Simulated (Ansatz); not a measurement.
Geometry optimisation, RKS revPBE-D4/def2-SVP (Ansatz).

Input file:

```yaml
crystal:
  periodic: [false, false, false]
  atoms:
    - { symbol: C, position_ang: [-1.3521, 0.7514, 0.6399] }
    - { symbol: O, position_ang: [-0.6609, 1.1621, -0.5285] }
    - { symbol: C, position_ang: [0.3843, 0.3843, -0.8609] }
    - { symbol: C, position_ang: [0.9622, -0.6912, -0.2285] }
    - { symbol: O, position_ang: [1.9908, -1.3813, -0.7026] }
    - { symbol: H, position_ang: [-2.2185, 1.5293, 0.7448] }
    - { symbol: H, position_ang: [-0.7498, 0.8461, 1.5305] }
    - { symbol: H, position_ang: [-1.8003, -0.1831, 0.5038] }
    - { symbol: H, position_ang: [0.8953, 0.7883, -1.6998] }
    - { symbol: H, position_ang: [0.4654, -1.1372, 0.6913] }
    - { symbol: H, position_ang: [2.1489, -2.1255, -0.0693] }
basis:
  gaussian: { orbitals: def2-SVP }
hamiltonian:
  xc: revpbe
  dispersion: d4
relax:
  f_tol: 0.015
  max_steps: 40
```

Run as:

```bash
$ ansatz run input.yaml --threads 2 --pin off --max-ram 3072MiB --backend cpu --events-out ev --progress --plain --runs-dir out
```

Q: Where does it end, and by what steps?

A: The run converged. The force dipped under the threshold on the way, but the program's further checks kept it going. After 6 steps the energy has fallen by 0.407 eV; H9 moved furthest, 0.08 Å.

```tsv
step	energy less start (eV)	largest force component (eV/Å)	accepted
0	0.0000	3.956	yes
1	-0.3530	1.287	yes
2	-0.4039	0.305	yes
3	-0.4065	0.089	yes
4	-0.4073	0.007	yes
5	-0.4073	0.079	no
6	-0.4073	0.007	yes
```

```xyz
11
Properties=species:S:1:pos:R:3
C -1.373 0.789 0.630
O -0.652 1.174 -0.524
C 0.428 0.401 -0.859
C 0.888 -0.696 -0.209
O 2.002 -1.365 -0.681
H -2.202 1.513 0.751
H -0.733 0.812 1.544
H -1.797 -0.238 0.529
H 0.930 0.771 -1.766
H 0.411 -1.094 0.700
H 2.163 -2.122 -0.093
```

Whether the end is a true minimum wasn't checked by a vibrational analysis.

Time of the run: 7.4 s on 2 threads of Intel(R) Xeon(R) 6975P-C (Granite Rapids), with other jobs on the host, peak memory 0.15 GiB.
